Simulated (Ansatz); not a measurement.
Input file:

```yaml
crystal:
  periodic: [false, false, false]
  atoms:
    - {symbol: B, position_ang: [-0.481170, 0.000000, 1.236116]}
    - {symbol: Al, position_ang: [0.195339, 0.000000, -0.582961]}
    - {symbol: H, position_ang: [-0.068077, 0.000000, 2.346889]}
basis:
  gaussian: {orbitals: 6-31G}
magnetization: {spin_polarized: false, initial_magnetization: 3}
correlation: {method: fic_mrcisd_q, electrons: outside_noble_gas, active_space: {window: {electrons: 5, orbitals: 5}}}
```

```sh
$ ansatz run in.yaml --threads 1 --pin off --events-out ev --progress --plain --max-ram 2393MiB
```

Question: Roughly how long does this take on 1 thread of Intel Xeon Platinum 8488C, shared host, and how much host memory?

Answer: 1.1 s wall and 0.12 GiB.

```
296 factors; integrals over basis functions are off by at most 2.5e-4 eV
mean field evaluation 1: about -7265.0404 eV, gradient 7.6e0 eV
mean field evaluation 2: about -7265.0428 eV, gradient 7.6e0 eV
mean field evaluation 4: about -7265.8647 eV, gradient 1.6e0 eV
mean field evaluation 8: about -7265.9348 eV, gradient 3.2e-1 eV
mean field evaluation 16: about -7265.9471 eV, gradient 2.6e-6 eV
mean field evaluation 32: about -7265.9191 eV, gradient 6.3e-1 eV
mean field -7265.94711894 eV, -267.0186315852 hartree, gradient 2.8e-6 eV, S^2 3.750000; 4 other end points of the search recorded, 0 dependent functions left out
reference -7265.94711894 eV, -267.0186315852 hartree; 11, 8 occupied and 13, 16 virtual orbitals, 296 factors
state -7266.35768641 eV, -267.0337196613 hartree
contracted CI cycle   1: correlation 0.00000000 eV, 0.0000000000 hartree, residual 7.85e0 eV
contracted CI cycle   2: correlation -1.71213759 eV, -0.0629198958 hartree, residual 2.00e0 eV
contracted CI cycle   3: correlation -1.85671983 eV, -0.0682331952 hartree, residual 8.17e-1 eV
contracted CI cycle   4: correlation -1.88625609 eV, -0.0693186329 hartree, residual 4.04e-1 eV
contracted CI cycle   5: correlation -1.89305342 eV, -0.0695684298 hartree, residual 1.95e-1 eV
contracted CI cycle   6: correlation -1.89413659 eV, -0.0696082356 hartree, residual 9.13e-2 eV
contracted CI cycle   7: correlation -1.89434205 eV, -0.0696157863 hartree, residual 4.13e-2 eV
contracted CI cycle   8: correlation -1.89439241 eV, -0.0696176369 hartree, residual 1.93e-2 eV
contracted CI cycle   9: correlation -1.89440417 eV, -0.0696180691 hartree, residual 8.48e-3 eV
contracted CI cycle  10: correlation -1.89440642 eV, -0.0696181518 hartree, residual 3.71e-3 eV
contracted CI cycle  11: correlation -1.89440681 eV, -0.0696181660 hartree, residual 1.65e-3 eV
contracted CI cycle  12: correlation -1.89440688 eV, -0.0696181686 hartree, residual 7.09e-4 eV
state -7266.35768641 eV, -267.0337196613 hartree; corrected -7268.42581991 eV, -267.1097221657 hartree
state -7266.26284798 eV, -267.0302344133 hartree
contracted CI cycle   1: correlation 0.00000000 eV, 0.0000000000 hartree, residual 8.65e0 eV
contracted CI cycle   2: correlation -1.84357558 eV, -0.0677501529 hartree, residual 2.03e0 eV
contracted CI cycle   3: correlation -1.97208728 eV, -0.0724728709 hartree, residual 6.34e-1 eV
contracted CI cycle   4: correlation -1.98661482 eV, -0.0730067481 hartree, residual 2.23e-1 eV
contracted CI cycle   5: correlation -1.98865219 eV, -0.0730816199 hartree, residual 9.95e-2 eV
contracted CI cycle   6: correlation -1.98902411 eV, -0.0730952877 hartree, residual 4.28e-2 eV
contracted CI cycle   7: correlation -1.98909111 eV, -0.0730977500 hartree, residual 1.78e-2 eV
contracted CI cycle   8: correlation -1.98910262 eV, -0.0730981730 hartree, residual 6.44e-3 eV
contracted CI cycle   9: correlation -1.98910407 eV, -0.0730982264 hartree, residual 2.26e-3 eV
contracted CI cycle  10: correlation -1.98910425 eV, -0.0730982329 hartree, residual 7.64e-4 eV
state -7266.26284798 eV, -267.0302344133 hartree; corrected -7268.40457172 eV, -267.1089413092 hartree
state -7266.35768641 eV, -267.0337196613 hartree; corrected -7268.42581991 eV, -267.1097221657 hartree
2 active orbitals were swapped for others, from the solution at -7266.26284664 eV, -267.0302343642 hartree to that at -7266.35768620 eV, -267.0337196538 hartree; typed "places" are swapped only where nearly empty or full, and so, without "given_window_search", are "orbital_numbers", "shells" and a window whose orbitals a file names under [Active]
Total energy: -7268.42581991 eV, -267.1097221657 hartree
```

Natural occupations: 1.9808 1.0002 1.0000 1.0000 0.0190.

For the same geometry and basis full CI lies 19.4 meV lower.
